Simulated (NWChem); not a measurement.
## Ionisation of P

SMILES: [P]
```xyz
1

P      0.0000     0.0000     0.0000
```
Charge 0, spin multiplicity 4.

The numbers come from NWChem runs, not from measurements.

Basis set: def2-TZVP. −ε marks an orbital energy of the parent.

B3LYP has NWChem's definition, with VWN1-RPA local correlation. No SCF solution was tested for a lower state. Open-shell Hartree-Fock references start from PBE0 orbitals.

### Question
For the first vertical ionisation energy, −ε(alpha HOMO) of PBE gives 6.24 eV and −ε(alpha HOMO) of B3LYP gives 7.08 eV. What do −ε(alpha HOMO) of BP86, −ε(alpha HOMO) of CAM-B3LYP, G0W0@HF give?

### Answer
−ε(alpha HOMO) of BP86: 6.29 eV; −ε(alpha HOMO) of CAM-B3LYP: 8.66 eV; G0W0@HF: 10.51 eV.
